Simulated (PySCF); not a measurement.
# C3H2F2: circular dichroism and optical rotation, excited states, first hyperpolarisability

What do calculations give for the circular dichroism and optical rotation, excited states, first hyperpolarisability of C3H2F2 (`FC=C=CF`)?

Programs: PySCF 2.14.0, with routines of our own; each step states its level. All values are computed. Atoms count from 0.

### Step 1. The starting structure

7 atoms, charge 0, multiplicity 1; geometry from: GFN2-xTB.

### Step 2. Optimising the geometry at PBE0-D3(BJ)/def2-TZVP

The job: settings as JSON, then the geometry in Å.

```
{"job": {"xc": "PBE0", "basis": "def2-TZVP", "d3": "d3bj", "grid": 2, "kind": "geom"}, "charge": 0, "multiplicity": 1}
F      2.184467    -0.649458    -0.344449
C      1.271360     0.172669     0.194670
C     -0.002653     0.042624    -0.010888
C     -1.276551    -0.087649    -0.216738
F     -2.075603    -0.805220     0.587472
H      1.727950     0.954438     0.788180
H     -1.825636     0.377499    -1.025326
```

Launch:

```console
OMP_NUM_THREADS=1 python excited_run.py task.json out
```

This one command runs all jobs of the session in turn.

Log:

```text
step   0  E = -314.92137233  max force = 0.003987
step   1  E = -314.92149072  max force = 0.002614
step   2  E = -314.92151498  max force = 0.001349
step   3  E = -314.92152665  max force = 0.001210
step   4  E = -314.92154145  max force = 0.000841
step   5  E = -314.92154797  max force = 0.000289
optimisation converged
```

It took 25 s on 1 thread of Intel Xeon 6975P-C, shared host; peak memory 0.68 GiB.

Along the way:

```csv
step,energy from step 0 (eV),largest force component (eV/Å)
0,0.0000,0.2050
1,-0.0032,0.1344
2,-0.0039,0.0694
3,-0.0042,0.0622
4,-0.0046,0.0432
5,-0.0048,0.0149
```

Distances of close pairs at the start and the end, largest changes first:

```csv
bond,before (Å),after (Å),change (Å)
F0–C1,1.342,1.337,-0.005
C3–F4,1.342,1.337,-0.005
C3–H6,1.082,1.085,+0.002
C1–H5,1.083,1.085,+0.002
C2–C3,1.297,1.298,+0.001
C1–C2,1.297,1.298,+0.001
```

The final coordinates are the input of the step that follows.

```csv
at the end point,value
point group (found at 0.08 Å tolerance),C2
"rotational constants (GHz, main isotopes)","25.726, 2.174, 2.124"
dipole moment (D),1.68
```

### Step 3. Circular dichroism and optical rotation: TDDFT CAM-B3LYP/aug-cc-pVTZ

The job: settings as JSON, then the geometry in Å.

```
{"job": {"kind": "ecd", "xc": "CAM-B3LYP", "basis": "aug-cc-pVTZ", "nstates": 12}, "charge": 0, "multiplicity": 1}
F      2.155312    -0.854874     0.040450
C      1.244025     0.069748     0.358964
C      0.000629    -0.009968    -0.004342
C     -1.238997     0.010301    -0.388102
F     -2.226764    -0.545340     0.320653
H      1.663809     0.874951     0.952609
H     -1.594970     0.463293    -1.307357
```

With the program's defaults for keys left out, this is: TDDFT CAM-B3LYP/aug-cc-pVTZ circular dichroism and optical rotation, one conformer, gas phase.

Log:

```text
coarse grid: 6672 points
cycle   1  E = -315.0594945552  dE =  8.306e-01  |g| = 6.579e-01  |ddm| = 5.966e+00
cycle   2  E = -315.0345546182  dE =  2.494e-02  |g| = 8.349e-01  |ddm| = 1.630e+00
cycle   3  E = -315.1350077398  dE = -1.005e-01  |g| = 5.819e-02  |ddm| = 8.743e-01
cycle   4  E = -315.1353619731  dE = -3.542e-04  |g| = 3.521e-02  |ddm| = 1.124e-01
cycle   5  E = -315.1356170755  dE = -2.551e-04  |g| = 1.019e-02  |ddm| = 6.281e-02
cycle   6  E = -315.1356402624  dE = -2.319e-05  |g| = 1.431e-03  |ddm| = 1.522e-02
cycle   7  E = -315.1356410358  dE = -7.734e-07  |g| = 6.398e-04  |ddm| = 3.711e-03
final grid: 67576 points
cycle   8  E = -315.1332591102  dE = -4.054e-05  |g| = 4.825e-03  |ddm| = 2.203e-01
cycle   9  E = -315.1332572204  dE =  1.890e-06  |g| = 6.134e-03  |ddm| = 1.745e-02
cycle  10  E = -315.1332622831  dE = -5.063e-06  |g| = 3.689e-04  |ddm| = 6.130e-03
cycle  11  E = -315.1332622975  dE = -1.443e-08  |g| = 2.061e-04  |ddm| = 1.024e-03
cycle  12  E = -315.1332623066  dE = -9.089e-09  |g| = 4.876e-05  |ddm| = 3.725e-04
cycle  13  E = -315.1332623071  dE = -5.299e-10  |g| = 9.555e-06  |ddm| = 9.811e-05
converged SCF energy = -315.1332623071

Singlet excitations and rotatory strengths (1e-40 esu^2 cm^2)
state   eV       nm     f(len)   f(vel)    R(len)    R(vel)   main configurations
  1   5.6281   220.3  0.00271  0.00268    -9.405    -9.410   H-1->L+1 0.35, H->L 0.28, H->L+2 0.22
  2   5.7513   215.6  0.00095  0.00086    -5.596    -5.339   H->L+1 0.36, H-1->L 0.29, H-1->L+2 0.21
  3   6.7865   182.7  0.00308  0.00302     2.952     2.922   H->L+1 0.38, H-1->L 0.35, H-1->L+2 0.12
  4   7.2660   170.6  0.17013  0.16879    -2.712    -2.712   H->L 0.61, H->L+2 0.17
  5   7.3885   167.8  0.02544  0.02456    20.399    20.044   H-1->L+2 0.56, H-1->L 0.28
  6   7.7418   160.1  0.54222  0.53892   -25.965   -25.323   H-1->L+1 0.47, H->L+2 0.29, H-1->L+3 0.09
  7   7.9668   155.6  0.00012  0.00015     0.459     0.508   H->L+3 0.65, H->L+1 0.15
  8   8.1121   152.8  0.21088  0.21048    38.164    38.436   H-1->L+3 0.51, H->L+5 0.22, H->L+2 0.10
  9   8.2997   149.4  0.00593  0.00564    -7.698    -7.505   H-1->L+5 0.63, H->L+4 0.22
 10   8.3668   148.2  0.13037  0.13003    -3.968    -5.178   H->L+5 0.42, H-1->L+4 0.21, H-1->L+3 0.16
 11   8.4213   147.2  0.03317  0.03288     5.153     5.066   H-1->L+4 0.58, H->L+5 0.24
 12   8.5656   144.7  0.00252  0.00261     0.556     0.566   H->L+4 0.56, H-1->L+5 0.20, H-1->L+6 0.16

Specific rotation (deg / (dm g/mL))
    nm     length   length(OI)   velocity    alpha(len)  alpha(vel)
  633.0     -58.35     -55.97     -55.02       43.239     43.004
  589.3     -70.65     -67.87     -66.73       43.462     43.226
  546.0     -87.41     -84.12     -82.72       43.744     43.506
  436.0    -175.98    -170.48    -167.74       44.939     44.694
  405.0    -228.65    -222.08    -218.57       45.499     45.252
  365.0    -344.08    -335.55    -330.38       46.500     46.247
  355.0    -387.53    -378.35    -372.56       46.820     46.565
```

Wall time 32 s (1 thread of Intel Xeon 6975P-C, shared host); peak memory 0.89 GiB.

The fields below are evaluated on a grid from the run's orbitals.

Frontier orbitals at CAM-B3LYP/aug-cc-pVTZ, with the share of their density that lies nearest to each atom:

```csv
orbital,energy (eV),lies on
HOMO,-9.63,"C2 43 %; C1, C3 about 16 % each; F0, F4 about 9 % each"
LUMO,0.05,"H5, H6 about 21 % each; C2 13 %; F0, F4 about 12 % each"
```

ELF in a plane through or near 5 of the atoms.

Values, 10 rows by 14 columns:
```
0.00 0.00 0.00 0.00 0.00 0.00 0.00 0.00 0.00 0.00 0.00 0.00 0.00 0.00
0.00 0.00 0.00 0.00 0.00 0.00 0.00 0.00 0.00 0.01 0.01 0.00 0.00 0.00
0.00 0.00 0.00 0.00 0.01 0.11 0.17 0.02 0.02 0.38 0.36 0.09 0.00 0.00
0.00 0.00 0.00 0.01 0.16 0.52 0.72 0.32 0.04 0.82 0.85 0.56 0.06 0.00
0.00 0.00 0.01 0.05 0.51 0.49 0.90 0.50 0.60 0.75 0.76 0.60 0.09 0.00
0.00 0.00 0.03 0.08 0.40 0.11 0.90 0.31 0.53 0.34 0.42 0.02 0.00 0.00
0.00 0.00 0.02 0.06 0.17 0.66 0.87 0.51 0.30 0.99 1.00 0.58 0.00 0.00
0.00 0.00 0.00 0.00 0.01 0.20 0.49 0.09 0.08 0.96 0.99 0.49 0.00 0.00
0.00 0.00 0.00 0.00 0.00 0.01 0.01 0.00 0.00 0.11 0.11 0.00 0.00 0.00
0.00 0.00 0.00 0.00 0.00 0.00 0.00 0.00 0.00 0.00 0.00 0.00 0.00 0.00
```
The map spans 9.4 Å across and 7.2 Å up, centred on the molecule. Atoms in the plane (x, y in Å): C1 (-1.3, 0.0), C2 (0.0, 0.0), C3 (1.3, -0.1), F4 (2.1, 1.0), H6 (1.9, -1.0).

On the surface of density 0.002 e/bohr³ the electrostatic potential runs, from the 1st to the 99th percentile, from -0.65 V near F0 to 1.54 V near H5.

### Step 4. Excited states: TDA wB97X-D/def2-TZVPD

Settings changed since step 3:

```diff
@@ -1,2 +1,2 @@
-{"job": {"kind": "ecd", "xc": "CAM-B3LYP", "basis": "aug-cc-pVTZ", "nstates": 12}, "charge": 0, "multiplicity": 1}
+{"job": {"kind": "states", "xc": "wB97X-D", "basis": "def2-TZVPD", "tda": true, "soc": true, "nstates": 6, "ntriplets": 5, "nquad": 4}, "charge": 0, "multiplicity": 1}
 F      2.155312    -0.854874     0.040450
```

Method: TDA wB97X-D/def2-TZVPD excited states, vertical, gas phase, spin-orbit mean-field couplings.

Log:

```text
coarse grid: 6672 points
cycle   1  E = -315.0680273807  dE =  8.486e-01  |g| = 6.717e-01  |ddm| = 2.836e+00
cycle   2  E = -315.0632769902  dE =  4.750e-03  |g| = 7.745e-01  |ddm| = 1.353e+00
cycle   3  E = -315.1493436223  dE = -8.607e-02  |g| = 5.831e-02  |ddm| = 4.309e-01
cycle   4  E = -315.1498063259  dE = -4.627e-04  |g| = 3.191e-02  |ddm| = 1.670e-01
cycle   5  E = -315.1500320783  dE = -2.258e-04  |g| = 9.798e-03  |ddm| = 5.633e-02
cycle   6  E = -315.1500556454  dE = -2.357e-05  |g| = 1.507e-03  |ddm| = 3.296e-02
cycle   7  E = -315.1500570352  dE = -1.390e-06  |g| = 6.740e-04  |ddm| = 8.859e-03
final grid: 67576 points
cycle   8  E = -315.1509382693  dE = -1.071e-04  |g| = 1.020e-02  |ddm| = 2.501e-01
cycle   9  E = -315.1509329629  dE =  5.306e-06  |g| = 1.184e-02  |ddm| = 2.729e-02
cycle  10  E = -315.1509514982  dE = -1.854e-05  |g| = 6.249e-04  |ddm| = 7.318e-03
cycle  11  E = -315.1509515717  dE = -7.344e-08  |g| = 2.492e-04  |ddm| = 2.494e-03
cycle  12  E = -315.1509515873  dE = -1.564e-08  |g| = 7.628e-05  |ddm| = 5.612e-04
cycle  13  E = -315.1509515887  dE = -1.390e-09  |g| = 1.564e-05  |ddm| = 1.465e-04
cycle  14  E = -315.1509515889  dE = -2.151e-10  |g| = 5.637e-06  |ddm| = 9.809e-05
converged SCF energy = -315.1509515889

Singlet excitations
state   eV       nm        f     d(h-e)  d(exc)  Lambda  PR(NTO)  |dmu|/D   mu/D   main configurations
  1   5.6967   217.6   0.00282   0.048   2.398   0.692   2.003    0.171    1.499   H-1->L+1 0.46, H->L 0.46
  2   5.8621   211.5   0.00092   0.038   2.410   0.701   2.002    0.125    1.546   H->L+1 0.47, H-1->L 0.47
  3   7.2125   171.9   0.00391   0.016   2.726   0.698   2.074    0.218    1.887   H-1->L 0.47, H->L+1 0.46
  4   7.6892   161.2   0.14138   0.661   3.399   0.524   1.161    2.909    1.240   H->L+2 0.64, H->L 0.23
  5   7.7931   159.1   0.04006   0.726   3.323   0.484   1.121                     H-1->L+2 0.86
  6   8.4234   147.2   0.96615   0.206   3.086   0.566   2.014                     H-1->L+1 0.37, H-1->L+3 0.19, H->L 0.18

Triplet excitations (Tamm-Dancoff)
state   eV     d(h-e)  d(exc)  Lambda  PR(NTO)   main configurations
  1   4.4360   0.039   2.061   0.673   2.013   H->L+1 0.43, H-1->L 0.40
  2   4.6185   0.034   2.094   0.670   2.003   H-1->L+1 0.43, H->L 0.42
  3   5.3546   0.038   2.369   0.695   2.004   H->L+1 0.48, H-1->L 0.42
  4   5.4423   0.028   2.368   0.691   2.002   H-1->L+1 0.49, H->L 0.42
  5   7.6785   0.655   3.388   0.490   1.070   H->L+2 0.80, H->L 0.11
S1 - T1 = 1.2607 eV

Spin-orbit couplings |<S|Hso|T>| (cm-1)
             T1       T2       T3       T4       T5
S0        0.314    0.405   16.654    9.824   10.780
S1       18.713    0.364    0.191    0.339    1.034
S2        1.046    6.936    0.007    0.340    4.312
S3        0.513    1.375    0.729   20.444    5.395
S4        5.715    0.200    3.380    1.376    0.743
S5        0.220    5.913    0.622    7.424    9.472
S6        3.944    0.610    1.639    3.126    0.998
T1 sublevels (cm-1): 0.000 0.033 0.037   radiative rates (1/s): 3.36 0.251 0.362
```

It took 15 s on 1 thread of Intel Xeon 6975P-C, shared host; peak memory 0.76 GiB.

Key values:

```csv
quantity,value
S1 less T1,1.26 eV
```

### Step 5. Excited states: TDDFT CAM-B3LYP/aug-cc-pVTZ

The job: settings as JSON, then the geometry in Å.

```
{"job": {"kind": "states", "xc": "CAM-B3LYP", "basis": "aug-cc-pVTZ", "tpa": true, "nstates": 8, "nquad": 6, "ntriplets": 0}, "charge": 0, "multiplicity": 1}
F      2.155312    -0.854874     0.040450
C      1.244025     0.069748     0.358964
C      0.000629    -0.009968    -0.004342
C     -1.238997     0.010301    -0.388102
F     -2.226764    -0.545340     0.320653
H      1.663809     0.874951     0.952609
H     -1.594970     0.463293    -1.307357
```

With the program's defaults for keys left out, this is: TDDFT CAM-B3LYP/aug-cc-pVTZ excited states, vertical, gas phase, two-photon moments by quadratic response.

Log:

```text
coarse grid: 6672 points
cycle   1  E = -315.0594945552  dE =  8.306e-01  |g| = 6.579e-01  |ddm| = 5.966e+00
cycle   2  E = -315.0345546182  dE =  2.494e-02  |g| = 8.349e-01  |ddm| = 1.630e+00
cycle   3  E = -315.1350077398  dE = -1.005e-01  |g| = 5.819e-02  |ddm| = 8.743e-01
cycle   4  E = -315.1353619731  dE = -3.542e-04  |g| = 3.521e-02  |ddm| = 1.124e-01
cycle   5  E = -315.1356170755  dE = -2.551e-04  |g| = 1.019e-02  |ddm| = 6.281e-02
cycle   6  E = -315.1356402624  dE = -2.319e-05  |g| = 1.431e-03  |ddm| = 1.522e-02
cycle   7  E = -315.1356410358  dE = -7.734e-07  |g| = 6.398e-04  |ddm| = 3.711e-03
final grid: 67576 points
cycle   8  E = -315.1332591102  dE = -4.054e-05  |g| = 4.825e-03  |ddm| = 2.203e-01
cycle   9  E = -315.1332572204  dE =  1.890e-06  |g| = 6.134e-03  |ddm| = 1.745e-02
cycle  10  E = -315.1332622831  dE = -5.063e-06  |g| = 3.689e-04  |ddm| = 6.130e-03
cycle  11  E = -315.1332622975  dE = -1.443e-08  |g| = 2.061e-04  |ddm| = 1.024e-03
cycle  12  E = -315.1332623066  dE = -9.089e-09  |g| = 4.876e-05  |ddm| = 3.725e-04
cycle  13  E = -315.1332623071  dE = -5.299e-10  |g| = 9.555e-06  |ddm| = 9.811e-05
converged SCF energy = -315.1332623071

Singlet excitations
state   eV       nm        f     d(h-e)  d(exc)  Lambda  PR(NTO)  |dmu|/D   mu/D   delta(TPA)   sigma/GM   main configurations
  1   5.6282   220.3   0.00272   0.050   2.440   0.542   2.005    0.194    1.548        1.18      0.014   H-1->L+1 0.35, H->L 0.28, H->L+2 0.22
  2   5.7513   215.6   0.00095   0.048   2.483   0.551   2.001    0.146    1.596        0.07      0.001   H->L+1 0.36, H-1->L 0.29, H-1->L+2 0.21
  3   6.7868   182.7   0.00309   0.007   2.845   0.540   2.108    0.067    1.805       64.98      1.096   H->L+1 0.38, H-1->L 0.35, H-1->L+2 0.12
  4   7.2663   170.6   0.16999   1.200   3.788   0.495   1.242    5.203    3.464       17.24      0.333   H->L 0.61, H->L+2 0.17
  5   7.3887   167.8   0.02544   1.255   3.792   0.545   1.120    5.362    3.622       42.99      0.860   H-1->L+2 0.56, H-1->L 0.28
  6   7.7423   160.1   0.54190   0.394   3.607   0.534   1.920    1.447    0.302        5.86      0.129   H-1->L+1 0.47, H->L+2 0.29, H-1->L+3 0.09
  7   7.9669   155.6   0.00012   1.036   4.376   0.425   1.139                                            H->L+3 0.65, H->L+1 0.15
  8   8.1124   152.8   0.21132   0.350   3.857   0.370   1.948                                            H-1->L+3 0.51, H->L+5 0.22, H->L+2 0.10
```

Wall time 26 s (1 thread of Intel Xeon 6975P-C, shared host); peak memory 0.84 GiB.

### Step 6. First hyperpolarisability: quadratic response CAM-B3LYP/aug-cc-pVTZ

The job: settings as JSON, then the geometry in Å.

```
{"job": {"kind": "beta", "xc": "CAM-B3LYP", "basis": "aug-cc-pVTZ"}, "charge": 0, "multiplicity": 1}
F      2.155312    -0.854874     0.040450
C      1.244025     0.069748     0.358964
C      0.000629    -0.009968    -0.004342
C     -1.238997     0.010301    -0.388102
F     -2.226764    -0.545340     0.320653
H      1.663809     0.874951     0.952609
H     -1.594970     0.463293    -1.307357
```

Level: quadratic response CAM-B3LYP/aug-cc-pVTZ first hyperpolarisability, Taylor convention, gas phase.

Log:

```text
coarse grid: 6672 points
cycle   1  E = -315.0594945552  dE =  8.306e-01  |g| = 6.579e-01  |ddm| = 5.966e+00
cycle   2  E = -315.0345546182  dE =  2.494e-02  |g| = 8.349e-01  |ddm| = 1.630e+00
cycle   3  E = -315.1350077398  dE = -1.005e-01  |g| = 5.819e-02  |ddm| = 8.743e-01
cycle   4  E = -315.1353619731  dE = -3.542e-04  |g| = 3.521e-02  |ddm| = 1.124e-01
cycle   5  E = -315.1356170755  dE = -2.551e-04  |g| = 1.019e-02  |ddm| = 6.281e-02
cycle   6  E = -315.1356402624  dE = -2.319e-05  |g| = 1.431e-03  |ddm| = 1.522e-02
cycle   7  E = -315.1356410358  dE = -7.734e-07  |g| = 6.398e-04  |ddm| = 3.711e-03
final grid: 67576 points
cycle   8  E = -315.1332591102  dE = -4.054e-05  |g| = 4.825e-03  |ddm| = 2.203e-01
cycle   9  E = -315.1332572204  dE =  1.890e-06  |g| = 6.134e-03  |ddm| = 1.745e-02
cycle  10  E = -315.1332622831  dE = -5.063e-06  |g| = 3.689e-04  |ddm| = 6.130e-03
cycle  11  E = -315.1332622975  dE = -1.443e-08  |g| = 2.061e-04  |ddm| = 1.024e-03
cycle  12  E = -315.1332623066  dE = -9.089e-09  |g| = 4.876e-05  |ddm| = 3.725e-04
cycle  13  E = -315.1332623071  dE = -5.299e-10  |g| = 9.555e-06  |ddm| = 9.811e-05
converged SCF energy = -315.1332623071

Lowest singlets (eV, f): 5.6282 0.0027  5.7514 0.0009  6.7868 0.0031

First hyperpolarisability (au)
process     nm      |vector|   parallel      HRS      DR
static         -       91.45     -54.87       37.6    5.12
shg       1907.0       93.52     -56.11      38.53   5.147
eope      1907.0       92.13     -55.27          -       -
shg       1064.0       98.51     -59.11      40.78   5.212
eope      1064.0       93.67      -56.2          -       -
```

Run time: 20 s. Hardware: 1 thread of Intel Xeon 6975P-C, shared host; peak memory 0.84 GiB.

### Step 7. Results

```
                                                                                         quantity                                                          value
                                                                                      point group                                                             C2
                                                             rotational constants (main isotopes)                                          25.73, 2.17, 2.12 GHz
state of largest rotatory strength (velocity form) among 12 (step 3, TDDFT CAM-B3LYP/aug-cc-pVTZ)  8.11 eV, R = +38.4 (velocity), +38.2 (length) ·10⁻⁴⁰ esu² cm²
                              specific rotation at 633.0 nm (step 3, TDDFT CAM-B3LYP/aug-cc-pVTZ)                               -55.0 (velocity), -58.4 (length)
                                                            surface potential, 1st and 99th percentile                                             -0.65 V and 1.54 V
                                                      S1 less T1 (step 4, TDA wB97X-D/def2-TZVPD)                                                        1.26 eV
                                      β vector (step 6, quadratic response CAM-B3LYP/aug-cc-pVTZ)               static 91, SHG 1907.0 nm 94, SHG 1064.0 nm 99 au
```

What this shows: The optimisation took 5 steps and gained 0.005 eV; among the close pairs (by a distance rule), F0–C1 changed most, from 1.342 to 1.337 Å. Rotations belong to one conformer and to the handedness of the start. In step 4, the number of triplets below S1 is 4, and the largest singlet-triplet spin-orbit coupling is S3–T4, 20.44 cm⁻¹. β grows from 91 au (static) to 99 au for doubling at 1064.0 nm: normal dispersion, which grows as twice the photon energy moves toward the bright states.
